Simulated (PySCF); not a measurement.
Gas-phase reaction: SiO2 + 2 HSiNH2 ⇌ Si2O2 + SiH2(NH2)2

Method: PySCF energies plus ideal-gas RRHO corrections (1 bar). † marks an energy on the PBE0/def2-TZVP geometry and frequencies; other levels use their own. CCSD(T) freezes the core. All species are closed-shell singlets. No R ln 2 is added for the mirror-image form of SiH2(NH2)2. HSiNH2, Si2O2, SiH2(NH2)2: computed as isolated molecules; such fragments, hydroxides, amides, oligomers or adducts are transient or little studied in the gas. CCSD(T) isn't extrapolated to the basis-set limit; its ΔH°(298 K) is -459.0 kJ in def2-SVP and -502.2 kJ in def2-TZVPP. The harmonic model lacks anharmonicity and excited electronic states, which grow with temperature; levels with a mode under 35 cm⁻¹ are left out. Internal rotation in HSiNH2, SiH2(NH2)2 is treated as a harmonic vibration of one conformer, which makes the entropy rough. Warning, large T1 diagnostic: SiO2 (CCSD(T)/def2-SVP†, CCSD(T)/def2-TZVPP†).

| level | ΔE electronic, kJ | ΔH°(298 K), kJ | ΔS°(298 K), J/K | ΔG°(1400 K), kJ |
|---|---|---|---|---|
| BLYP/def2-TZVP† | -431 | -424 | -162 | -208 |
| CCSD(T)/def2-SVP† | -466 | -459 | -162 | -243 |
| CCSD(T)/def2-TZVPP† | -509 | -502 | -162 | -286 |
| HF/def2-TZVP† | -562 | -555 | -162 | -339 |
| M06-2X/def2-TZVP† | -547 | -541 | -162 | -324 |
| PBE/def2-TZVP† | -464 | -458 | -162 | -241 |
| PBE0/def2-SVP† | -497 | -490 | -162 | -274 |
| PBE0/def2-TZVP | -517 | -510 | -162 | -294 |
| LDA/def2-TZVP† | -531 | -524 | -162 | -308 |
| ωB97X-V/def2-TZVP† | -534 | -527 | -162 | -311 |
ΔH° is lowest at HF/def2-TZVP† and highest at BLYP/def2-TZVP†. No reference value is set beside these.
